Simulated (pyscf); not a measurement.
Single points on ωB97X-D3(BJ)/def2-SVP structures (PySCF, gas phase).

Problem. Estimate by transition-state theory the rate constant of H₂N–Si:–NH₂ [singlet] + H atom (H•) -> [HN=Si–NH₂]• + hydrogen (H₂) (doublet surface; H–N broken, H–H formed) at 298 K, with ωB97M-D3(BJ)/def2-TZVP energies (ideal gas, 1 atm, RRHO with modes under 100 cm⁻¹ raised to 100, one conformer, R ln 2 for chiral ones without a mode under 150 cm⁻¹; no tunnelling).

Solution. The electronic barrier is 13.6 kcal/mol and the thermal terms add +3.2, so ΔG‡ = 16.7 kcal/mol. With k_BT/h = 6.21e+12 s⁻¹ and RT = 0.592 kcal/mol, and a volume of 4.06e-20 cm³ per molecule at 1 atm, k = 1.4e-19 cm³ molecule⁻¹ s⁻¹. Wigner's tunnelling factor for 1537i cm⁻¹ would be 3.29, likely too low at so high a frequency. A shift of 1 kcal/mol in the barrier changes k by a factor 5.4. This is the saddle that the search found; another between the same sides may lie lower. The angle at the transferred H is 177°.
